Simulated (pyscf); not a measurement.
PySCF, gas phase, ωB97X-D3(BJ)/def2-SVP geometries. MP2 and CC: frozen core, UHF for open shells. ΔMP2 is the change of the MP2 total energy from the triple- to the quadruple-zeta basis.

### Question
Estimate by transition-state theory the rate constant of hydrogen chloride (HCl) + [Cl–GaH]• → Cl–GaH–Cl + H atom (H•) (doublet surface; Cl–H broken, Cl–Ga formed) at 600 K, with CCSD(T)/def2-TZVPP + ΔMP2(QZVPP) energies (ideal gas, 1 atm, RRHO with modes under 100 cm⁻¹ raised to 100, one conformer, R ln 2 for rigid chiral ones; no tunnelling).

### Answer
The electronic barrier is 17.0 kcal/mol and the thermal terms add +14.9, so ΔG‡ = 31.9 kcal/mol. With k_BT/h = 1.25e+13 s⁻¹ and RT = 1.192 kcal/mol, and a volume of 8.18e-20 cm³ per molecule at 1 atm, k = 2.5e-18 cm³ molecule⁻¹ s⁻¹. Wigner's tunnelling factor for 1210i cm⁻¹ would be 1.35. A shift of 1 kcal/mol in the barrier changes k by a factor 2.3. On the reactant side the descent ends in a complex, 7.2 kcal/mol under the separated species and 22.9 kcal/mol under the saddle at ωB97X-D3(BJ)/def2-TZVP. This is the saddle that the search found; another between the same sides may lie lower. The angle at the transferred Cl is 159°. The CCSD(T) − MP2 part came from Ansatz, without density fitting, on the same reference. The frozen core leaves the outer d or s,p core shells of the metals and heavy elements correlated in the MP2 and CC values, and def2-TZVPP describes them poorly, which can shift differences by a few kcal/mol. Elements up to Kr have no core potential and no relativistic terms here.
